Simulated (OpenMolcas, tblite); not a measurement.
C2H6Si (SMILES C=C[SiH3]): the dipole moment, rung by rung

C2H6Si: 9 atoms, total charge 0, spin state singlet. SMILES: `C=C[SiH3]`. The coordinates come from a PBE0-D4/def2-TZVP relaxation.

```xyz
9

C    -0.7137    0.8702   -1.0483
C    -0.0713    0.7125    0.1056
Si    0.5606   -0.9320    0.7001
H    -0.9057    0.0330   -1.7139
H    -1.0767    1.8386   -1.3815
H     0.0894    1.5920    0.7276
H     2.0358   -0.8939    0.8938
H     0.2234   -1.9724   -0.3073
H    -0.0532   -1.2943    2.0067
```

Quantity: the dipole moment, in D. The values are calculated.

| level | kind | program | value (D) | CPU time |
| --- | --- | --- | --- | --- |
| GFN1-xTB | semi-empirical | tblite | 1.25 | under 2 s |
| HF/6-311+G** | Hartree–Fock | OpenMolcas | 0.73 | 13 s |
| SVWN5/6-311+G** | LDA | OpenMolcas | 0.64 | 31 s |
| BLYP/6-311+G** | GGA | OpenMolcas | 0.67 | 48 s |
| TPSS/6-311+G** | meta-GGA | OpenMolcas | 0.68 | 57 s |
| M06-2X/6-311+G** | hybrid meta-GGA | OpenMolcas | 0.59 | 46 s |

The values span 0.59 to 1.25 D. Magnitudes only. CPU times are rough (shared hosts, several kinds of processor): they show what a rung costs within a factor of a few.
